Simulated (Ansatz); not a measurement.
## A basis-limit estimate, worked out

An elementary step of CH8AlN, singlet (CH₅Al ([CH3][AlH2]) + NH₃ → AlNH₄ ([NH2][AlH2]) + CH₄; bonds formed: C2–H5; dative contacts that become bonds: Al1–N6; bonds broken: Al1–C2, H5–N6). “Start” is the structure reached by relaxing down from the saddle towards the reactants; PBE0-D4/def2-TZVP structures. The saddle:

```csv
atom,x (Å),y (Å),z (Å)
Al1,-0.9184,-0.5637,-0.2214
C2,1.1359,-0.5353,0.4605
H3,-0.9499,-1.3417,-1.6053
H4,-1.8223,-0.9487,1.0261
H5,0.4092,0.6142,0.0422
N6,-0.6435,1.3175,-0.4137
H7,1.4192,-0.2115,1.4646
H8,0.9547,-1.6198,0.5448
H9,1.9943,-0.4405,-0.2084
H10,-0.5324,1.7476,-1.3213
H11,-1.0468,1.9819,0.2320
```

Program: Ansatz 0.2.0. Basis: def2-TZVPP and def2-QZVPP. Cores are frozen in the correlated methods.

Energies in eV:

| quantity | saddle | start |
| --- | --- | --- |
| Hartree–Fock, triple zeta (X = 3) | -9221.77886 | -9223.72713 |
| Hartree–Fock, quadruple zeta (X = 4) | -9222.12382 | -9224.06043 |
| MP2 correlation, X = 3 | -14.42344 | -13.90435 |
| MP2 correlation, X = 4 | -15.36522 | -14.83098 |
| CCSD(T) correlation, X = 3 | -16.03780 | -15.59304 |

**Question.** Work out the barrier at the basis limit: extrapolate Hartree–Fock as E(X) = E∞ + A exp(−7.88 √X) and the MP2 correlation as E(X) = E∞ + B X^−2.97 (the exponents that Neese and Valeev fitted for def2-TZVPP and QZVPP), then add CCSD(T) − MP2 in triple zeta.

**Answer.** Each step is linear, so take the differences first (saddle − start): Hartree–Fock 1.94827 (X = 3) and 1.93661 (X = 4); MP2 correlation -0.51909 and -0.53424; CCSD(T) correlation -0.44476.
Two points give E∞ = E(4) + w [E(4) − E(3)], with w = 1/(exp(7.88 (2 − √3)) − 1) = 0.1377 for Hartree–Fock and w = 1/((4/3)^2.97 − 1) = 0.7407 for the correlation.
Hartree–Fock: 1.93661 + 0.1377 × (-0.01166) = 1.9350 eV.
MP2 correlation: -0.53424 + 0.7407 × (-0.01515) = -0.5455 eV.
CCSD(T) − MP2: -0.44476 − (-0.51909) = 0.0743 eV.
Sum: 1.9350 + (-0.5455) + 0.0743 = 1.4638 eV, or 33.76 kcal/mol. Plain CCSD(T) in triple zeta gives 1.5035 eV, so the larger basis shifts the result by -0.0397 eV.

T1 diagnostic: at most 0.012.

The step is the kind of exchange with an N–H group that builds nitride films in atomic layer and chemical vapour deposition.

Labels in which every atom is bracketed show which atoms are joined, not bond orders.

For scale, one of the runs: CCSD(T)/def2-TZVPP, 216 basis functions, launched by `ansatz run in.yaml --threads 2 --pin off --events-out ev --progress --plain --max-ram 4352MiB`. The run took 23 s on 2 CPU threads of an Intel Xeon 6975P-C (shared host), with 3.3 GiB of host memory at its peak.
